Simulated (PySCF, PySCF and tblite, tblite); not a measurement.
# 1-isopropylhydrazine (C3H10N2): a path driven as pyramidal inversion, and NMR exchange

One table from this session's results is given with a row withheld; the runs are named, their logs left out.

Computed with tblite 0.8.0 (tight binding) and PySCF 2.14.0 (DFT, with response routines of our own); each step states its level. Atoms count from 0 throughout.

### The molecule as given

15 atoms, charge 0, multiplicity 1; geometry from: force field or distance geometry start.

Bonds of the start (Å): C0–C1 1.52, C0–H5 1.10, C0–H6 1.10, C0–H7 1.09, C1–C2 1.53, C1–H8 1.09, C1–N3 1.47, C2–H10 1.08, C2–H11 1.10, C2–H9 1.10, N3–H12 1.02, N3–N4 1.44, N4–H13 1.02, N4–H14 1.03.

Set-up of the first run:

What the job is given:

```
{"job": {"xc": "GFN2-xTB", "basis": "xTB", "kind": "relax"}, "charge": 0, "multiplicity": 1}
C     -1.582200    -0.108100    -0.629800
C     -0.104900     0.046600    -0.322400
C      0.142400     1.326300     0.483700
N      0.336900    -1.136500     0.437000
N      1.775500    -1.225400     0.532400
H     -1.955700     0.754300    -1.206600
H     -2.191000    -0.170700     0.281300
H     -1.773500    -0.998800    -1.223000
H      0.443300     0.096500    -1.266300
H     -0.256600     2.194500    -0.064800
H      1.196100     1.504600     0.656400
H     -0.376200     1.295600     1.453800
H     -0.051100    -1.989200     0.021700
H      2.155500    -0.546500     1.191100
H      2.237100    -1.035200    -0.366500
```

Run with:

```console
> OMP_NUM_THREADS=1 python ens_run.py task.json out
```

One launch serves the whole session.

Among the steps run: GFN2-xTB relaxation, start minimum; Relaxed scan, inversion; Nudged elastic band, leg 1; Saddle search, leg 1; DFT refinement, start: B3LYP-D3(BJ)/def2-SVP; Shieldings, start: PBE0/pcSseg-1; Shieldings, saddle of leg 1: PBE0/pcSseg-1; Shieldings, end: PBE0/pcSseg-1; Kinetics and line shapes; Shieldings, start: PBE0/pcSseg-1 in dichloromethane; Single-point energy, saddle of leg 1: PBE0/pcSseg-1 in dichloromethane; Shieldings, end: PBE0/pcSseg-1 in dichloromethane; Second level: PBE0/pcSseg-1 + D3(BJ), IEF-PCM dichloromethane; Shieldings, start: BP86/pcSseg-1; Single-point energy, saddle of leg 1: BP86/pcSseg-1; Shieldings, end: BP86/pcSseg-1; Second level: BP86/pcSseg-1 + D3(BJ).

One of the session's tables, all rows but one given; the rest of the session is left out.

It belongs to the step «Second level: BP86/pcSseg-1 + D3(BJ)». Barriers by level (kcal/mol; entropies in cal/(mol K)). Zero-point and thermal terms come from xTB in every row. ΔG‡ leaves symmetry out; the rate counts one path; effective ΔG‡, where given, is the barrier that would give that rate by Eyring's equation alone:

```
                 level   ΔE‡  with zero-point   ΔH‡  ΔG‡ (298 K)  ΔE of reaction
              GFN2-xTB     ?                ?     ?            ?               ?
 B3LYP-D3(BJ)/def2-SVP  4.49             3.40  3.36         3.42            1.10
PBE0/pcSseg-1 + D3(BJ)  4.70             3.61  3.57         3.64            0.92
BP86/pcSseg-1 + D3(BJ)  5.04             3.95  3.91         3.98            1.18
```

Q: Estimate the row for GFN2-xTB from the others.

**Answer.** ΔE‡: 6.11; with zero-point: 5.02; ΔH‡: 4.98; ΔG‡ (298 K): 5.05; ΔE of reaction: 1.50. In the column «ΔE‡» it is the highest.

Caveats from the session: The moving atom is hydrogen and the barrier is narrow, so tunnelling, which is left out, should speed the exchange; where the hydrogen sits on N or O, transfer between molecules can outrun this path altogether.
